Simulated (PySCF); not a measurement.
```xyz
3
charge 0 multiplicity 2, angstrom
P     0.6786   -1.0583    0.0000
P    -1.2561    0.0506    0.0000
P     0.5776    1.0077    0.0000
```

These are results of UPBE0 in PySCF with P def2-TZVP; no relativity; density-fitted integrals, not measurements.

This geometry of P3 is a stationary point at this level.

Q: What is the point group?

A: C2v.

Q: Is it a minimum?

A: Yes: all harmonic wavenumbers are real.

Q: List the harmonic modes with their infrared intensities.

A: 
```tsv
symmetry	ω (cm⁻¹)	IR (km/mol)
b2	253	35.1
a1	430	1.3
a1	653	0.0
```

Q: What are the dipole moment and the gap between the highest occupied and lowest empty levels of either spin?

A: 0.53 D and 2.42 eV.

In C2v the vibrations span b2 + 2a1. Here b1 is antisymmetric to the molecular plane and b2 lies in it.

Other isomers or separated fragments may lie lower.
